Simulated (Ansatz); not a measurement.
**SiH2O (triplet): the correlation ladder at a displaced geometry (v1), cc-pVDZ**

The task here is to estimate one member of a computed series from the others.

The runs use Ansatz 0.2.0, Gaussian basis; cc-pVDZ, core rule «outside noble gas», up to 6 orbitals frozen.

The runs, in order: UHF; CCSD(T) on ROHF; CCSD(T) on UHF; BCCD(T) on ROHF; CISD; CCSDT(Q) on ROHF; CCSDT(Q) on UHF.

38 further runs of the same task are left out: 14 for a known fault of the program, 11 that didn't finish, 13 set aside as unsound or not needed.

## What is computed

The geometry is a PBE0/def2-TZVP stationary point (not a proven minimum) with its atoms shifted at random (size 0.040 Å).

4 atoms, charge 0, spin multiplicity 3.

Atoms are counted from 1 here; the program's logs count them from 0.

Bond lengths: Si1–O2 1.663 Å, Si1–H3 1.508 Å, O2–H4 0.921 Å. Angles: O2–Si1–H3 114.4°, Si1–O2–H4 118.9°.

As a file:

```xyz
4

Si    0.02563   -0.09129    0.60329
O    -0.09507    0.08301   -1.04654
H     0.12733    1.20942    1.36035
H     0.66755    0.01657   -1.55852
```

Set-up of the first run:

Contents of in.yaml:

```yaml
crystal:
  periodic: [false, false, false]
  atoms:
    - {symbol: Si, position_ang: [0.025632, -0.091289, 0.603293]}
    - {symbol: O, position_ang: [-0.095072, 0.083014, -1.046543]}
    - {symbol: H, position_ang: [0.127333, 1.209416, 1.360354]}
    - {symbol: H, position_ang: [0.667545, 0.016568, -1.558522]}
basis:
  gaussian: {orbitals: cc-pVDZ}
magnetization: {spin_polarized: true, initial_magnetization: 2}
hamiltonian: {xc: hf}
output: {orbitals: {seedname: orbitals}}
```

Run with:

```bash
$ ansatz run in.yaml --threads 1 --pin off --events-out ev --progress --plain --max-ram 2393MiB
```

Steps of the session up to this table: UHF; CCSD(T) on ROHF; CCSD(T) on UHF; BCCD(T) on ROHF; CISD; CCSDT(Q) on ROHF; CCSDT(Q) on UHF.

One table of the session follows, with a row left open; its other results are not shown here.

| method | from UCCSDT(Q) (kcal/mol) |
| --- | --- |
| ROHF | +176.85 |
| UHF | +175.62 |
| RMP2 | +17.14 |
| UMP2 | +16.94 |
| CISD | +16.40 |
| RCCSD | +4.72 |
| UCCSD | +4.69 |
| RCCSD(T) | +0.88 |
| UCCSD(T) | +0.87 |
| BCCD(T) | ? |
| RCCSDT | +0.44 |
| UCCSDT | +0.43 |
| RCCSDT(Q) | +0.05 |
| UCCSDT(Q) | 0 |

**Question.** Estimate the row for BCCD(T).

As computed: from UCCSDT(Q) (kcal/mol): +0.84. In the column «from UCCSDT(Q) (kcal/mol)» it lies between RCCSDT (+0.44) and UCCSD(T) (+0.87).

To keep in mind: Restricted and unrestricted rows rest on different reference determinants; where their highest levels disagree by more than a few hundredths of an eV, they describe different states and don't form one ladder.
